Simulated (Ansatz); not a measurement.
Input for Ansatz (development build ahead of 0.2.0):

```yaml
crystal:
  periodic: [false, false, false]
  atoms:
    - { symbol: B, position_ang: [0.0, 0.0, 0.0] }
    - { symbol: Cl, position_ang: [0.0, 0.0, 5.152] }
    - { symbol: C, position_ang: [0.0, 0.0, -1.6] }
basis:
  gaussian: { orbitals: pcseg-2 }
magnetization:
  initial_magnetization: 2
hamiltonian:
  xc: pbe0
```

The input is written out in the form of the current development build from the run's settings.

Results

```
Converged                       : yes
Total energy                    : -522.53049 hartree
Spin squared of the determinant : 2.000
Stability test                  : minimum among restricted orbitals
```

Caution: stretched shape with no unrestricted run beside it, a lower state can exist; charge can spread falsely over distant fragments; other spin multiplicities may lie lower.
